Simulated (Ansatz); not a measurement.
**SiH₃ (doublet): wave-function methods side by side at distance H1–H2 along a hydrogen transfer = 0.745 Å, cc-pVTZ**

Aim: climb from Hartree-Fock through coupled cluster and multireference methods for SiH₃ (doublet) at one geometry and basis, and see what each rung misses.

Program: Ansatz 0.2.0, Gaussian basis. Level of theory: cc-pVTZ, core rule «outside noble gas», up to 5 orbitals frozen. These are calculated values, not measurements.

To be run: UHF; CCSD(T) on ROHF; CCSD(T) on UHF; BCCD(T) on ROHF; CISD; CCSDT(Q) on ROHF; CCSDT(Q) on UHF; CASSCF and NEVPT2, 7 electrons in 7 orbitals.

5 further runs of the same task are left out: 5 that didn't finish.

### Step 1. The system

The geometry derives from fragments relaxed apart (PBE0/def2-TZVP) and kept rigid, so it is no stationary point. A hydrogen atom is moved between rigid fragments.

4 atoms, charge 0, spin multiplicity 2.

Atoms are counted from 1 here; the program's logs count them from 0.

Bond lengths: H1–H2 0.745 Å, Si3–H4 1.532 Å.

### Step 2. UHF

in.yaml reads:

```yaml
crystal:
  periodic: [false, false, false]
  atoms:
    - {symbol: H, position_ang: [-2.677988, 0.047936, 0.000000]}
    - {symbol: H, position_ang: [-1.932988, 0.047936, 0.000000]}
    - {symbol: Si, position_ang: [0.146012, 0.047936, 0.000000]}
    - {symbol: H, position_ang: [0.542447, -1.431577, 0.000000]}
basis:
  gaussian: {orbitals: cc-pVTZ}
magnetization: {spin_polarized: true, initial_magnetization: 1}
hamiltonian: {xc: hf}
output: {orbitals: {seedname: orbitals}}
```

The run is started by

```bash
> ansatz run in.yaml --threads 1 --pin off --events-out ev --progress --plain --max-ram 2393MiB
```

The runs that follow: CCSD(T) on ROHF; CCSD(T) on UHF; BCCD(T) on ROHF; CISD; CCSDT(Q) on ROHF; CCSDT(Q) on UHF; CASSCF and NEVPT2, 7 electrons in 7 orbitals.

**Question.** What will the summary of the whole plan be? Wanted: UCCSDT(Q) below the RHF energy; RMP2 from UCCSDT(Q); UMP2 from UCCSDT(Q); RCCSD from UCCSDT(Q); RCCSD(T) from UCCSDT(Q); UCCSD(T) from UCCSDT(Q); RCCSDT(Q) from UCCSDT(Q); NEVPT2 valence from UCCSDT(Q); T1 diagnostic.

**Answer**, as computed:

| quantity | value |
| --- | --- |
| UCCSDT(Q) below the RHF energy | -4.3096 eV |
| RMP2 from UCCSDT(Q) | +91.4 kJ/mol |
| UMP2 from UCCSDT(Q) | +95.3 kJ/mol |
| RCCSD from UCCSDT(Q) | +13.2 kJ/mol |
| RCCSD(T) from UCCSDT(Q) | +2.7 kJ/mol |
| UCCSD(T) from UCCSDT(Q) | +2.7 kJ/mol |
| RCCSDT(Q) from UCCSDT(Q) | +0.1 kJ/mol |
| NEVPT2 valence from UCCSDT(Q) | +83.8 kJ/mol |
| levels within 1 kcal/mol (43 meV) | RCCSD(T), UCCSD(T), BCCD(T), RCCSDT, UCCSDT, RCCSDT(Q) |
| T1 diagnostic | 0.020 |
| effectively unpaired electrons | 1.04 |

In words: RCCSD(T) lands +2.7 kJ/mol from the yardstick (0.7 % of the correlation energy). One determinant dominates. These misses are within one basis, not against nature; the frozen cores of restricted and unrestricted runs differ, which can shift their rows.
